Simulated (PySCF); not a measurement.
Gas-phase reaction: 3 H3SiNH2 + 3 Si = c-Si3H6 + 3 HSiNH2

Computed with PySCF (xtb for GFN2) and rigid-rotor harmonic-oscillator thermochemistry at 1 bar. † marks an energy on the PBE0/def2-TZVP geometry and frequencies; other levels use their own. MP2 and CCSD(T) freeze the core. Open shells (unrestricted): Si (multiplicity 3); the rest are closed-shell singlets. GFN2 has no spin-polarisation term. Spin-orbit splitting is ignored; it lowers the true energy and changes the entropy of Si. B3LYP is the form with VWN-RPA correlation. H3SiNH2, c-Si3H6, HSiNH2: computed as isolated molecules; such fragments, hydroxides, amides, oligomers or adducts are transient or little studied in the gas. MP2 isn't extrapolated to the basis-set limit. CCSD(T) isn't extrapolated to the basis-set limit.

| level | ΔH°(298 K), kJ |
|---|---|
| B3LYP/def2-TZVP† | -607 |
| CCSD(T)/def2-SVP† | [?] |
| CCSD(T)/def2-TZVPP† | -586 |
| GFN2-xTB | [?] |
| MP2/def2-TZVPP† | -577 |
| PBE0/def2-SVP† | [?] |
| PBE0/def2-TZVP | -639 |
| r2SCAN/def2-TZVP† | [?] |
| LDA/def2-TZVP† | -817 |

### Question
Fill in the missing entries.

### Answer

- CCSD(T)/def2-SVP†, ΔH°(298 K), kJ: -549
- GFN2-xTB, ΔH°(298 K), kJ: -516
- PBE0/def2-SVP†, ΔH°(298 K), kJ: -650
- r2SCAN/def2-TZVP†, ΔH°(298 K), kJ: -638
